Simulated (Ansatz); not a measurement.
**[Cl···H···N], quartet: the ladder up to UCCSDT(Q)**

Geometry: a point of a hydrogen-transfer path between rigid fragments, not a stationary point.

```yaml
atoms:
  - { symbol: Cl, position_ang: [0.0000, 0.0000, -1.3043] }
  - { symbol: H, position_ang: [0.0000, 0.0000, -0.0255] }
  - { symbol: N, position_ang: [0.0000, 0.0000, 1.3297] }
```

Basis cc-pVTZ; Ansatz 0.2.0. Only valence electrons are correlated (noble-gas cores frozen), which leaves 13 electrons in 72 orbitals. Prefix R: restricted or restricted open-shell reference; prefix U: unrestricted. Active spaces: pair = (5e, 5o) about the gap; valence = (13e, 9o) chosen from the atoms' valence shells.

Full CI isn't at hand for all of this; UCCSDT(Q) serves as the reference, and is uncertain by about the last step of the cluster series. The frozen core follows each run's orbitals, which can shift R against U totals by a few meV.

```
UHF ⟨S²⟩                          : 3.766
T1 diagnostic (RCCSD)             : 0.0205
largest doubles amplitude (RCCSD) : 0.039
T1 diagnostic (UCCSD)             : 0.0125
```

```tsv
level	E − E(UCCSDT(Q)) (kJ/mol)	share of correlation (%)	wall time
RHF	959.1	0.00	–
UHF	943.9	1.58	–
RMP2	127.5	86.71	–
UMP2	125.4	86.93	–
RCCSD	35.6	96.29	–
UCCSD	35.0	96.35	–
RCCSD(T)	4.2	99.57	18 s
UCCSD(T)	3.9	99.60	16 s
BCCD(T)	4.1	99.58	3.6 s (H100)
RCCSDT	1.6	99.84	–
UCCSDT	1.2	99.87	–
RCCSDT(Q)	0.4	99.96	17 s (H100)
CASSCF (pair space)	917.8	4.30	–
NEVPT2 (pair space)	131.2	86.32	3.7 s (H100)
MRCISD (pair space)	100.7	89.50	–
MRCISD+Q (pair space)	17.5	98.17	5.5 s (H100)
CASSCF (valence space)	903.1	5.83	–
NEVPT2 (valence space)	183.6	80.86	2.1 s
MRCISD (valence space)	96.0	89.99	–
MRCISD+Q (valence space)	15.9	98.34	4.2 s (H100)
```

The correlation energy at UCCSDT(Q), counted from RHF, is -9.940 eV. That run took 14 s on 2 threads of AMD EPYC 7R13 with a shared H100 80 GB, shared host.

Times hold each run's SCF and search for its determinant on a shared host, so for small cases they say little of a method's own cost; rows without a card ran on 1 thread of AMD EPYC 7R13.

Natural occupations of CASSCF (valence space) about the gap: 1.996 1.978 1.002 1.000 1.000 0.024; effectively unpaired electrons, Σ n²(2−n)², 3.00.
